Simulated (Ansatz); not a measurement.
in.yaml

```yaml
crystal:
  periodic: [false, false, false]
  atoms:
    - {symbol: Ge, position_ang: [-0.047913, 0.000000, 0.304305]}
    - {symbol: N, position_ang: [0.195038, 0.000001, -1.544631]}
    - {symbol: H, position_ang: [0.709871, -1.259522, 0.807100]}
    - {symbol: H, position_ang: [0.709872, 1.259520, 0.807101]}
    - {symbol: H, position_ang: [-0.677115, 0.000001, -2.080067]}
basis:
  gaussian: {orbitals: STO-3G}
correlation: {method: fic_mrcisd_q, electrons: outside_noble_gas, active_space: {window: {electrons: 2, orbitals: 2}, states: [{multiplicity: 2, weights: [1, 1, 1, 1, 1, 1, 1, 1, 1, 1, 1, 1, 1, 1, 1, 1, 1, 1, 1, 1, 1, 1, 1, 1, 1, 1, 1, 1, 1, 1]}]}}
```

```sh
$ ansatz run in.yaml --threads 1 --pin off --events-out ev --progress --plain --max-ram 2393MiB
```

Problem. One thing in this input was set wrong on purpose, beside settings that are merely unusual. What is the gravest fault, and what does the program do?

Solution. Impossible set of states or weights. How the run ends: stopped by an error.
```
363 factors; integrals over basis functions are off by at most 3.7e-8 eV
mean field evaluation 1: about -57329.9654 eV, gradient 3.4e1 eV
mean field evaluation 2: about -57329.9946 eV, gradient 3.4e1 eV
mean field evaluation 4: about -57335.6807 eV, gradient 5.0e0 eV
mean field evaluation 8: about -57335.9138 eV, gradient 2.3e-2 eV
mean field evaluation 16: about -57333.0390 eV, gradient 9.2e-1 eV
mean field evaluation 32: about -57335.9094 eV, gradient 2.9e-1 eV
mean field -57335.91109716 eV, -2107.0558691441 hartree, gradient 9.2e-7 eV, S^2 0.000000; 6 other end points of the search recorded, 0 dependent functions left out; unrestricted orbitals would lower it
reference -57335.91109716 eV, -2107.0558691441 hartree; 21, 21 occupied and 5, 5 virtual orbitals, 363 factors
Error: 2 electrons in 2 orbitals have no state of multiplicity 2
```
